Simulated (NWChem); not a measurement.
## Correlation energy of tetrafluoroethylene (C2F4)

```
C
F 1 1.3087
F 1 1.3087 2 113.66
C 1 1.3294 2 123.17 3 180.00
F 4 1.3087 1 123.17 2 180.00
F 4 1.3087 5 113.66 1 180.00
```
Charge 0, spin multiplicity 1.

All runs are NWChem calculations. The geometry was optimised at PBE0/def2-SVP, a minimum by its harmonic frequencies.

Basis set: cc-pVDZ. Each correlation energy counts from its own Hartree-Fock reference.

The correlated methods keep 6 core orbitals frozen. Coupled-cluster values serve here as a point of comparison, not as the truth.

**Question.** Order these methods by the correlation energy they give, lowest first: CCSD(T), MP2, CR-CCSD[T], CR-CCSD(T), CCSD, SCS-MP2.

**Answer.** CCSD(T) (-1029.1 mHa), CR-CCSD[T] (-1024.4 mHa), CR-CCSD(T) (-1022.7 mHa), CCSD (-1005.5 mHa), MP2 (-988.7 mHa), SCS-MP2 (-950.7 mHa)
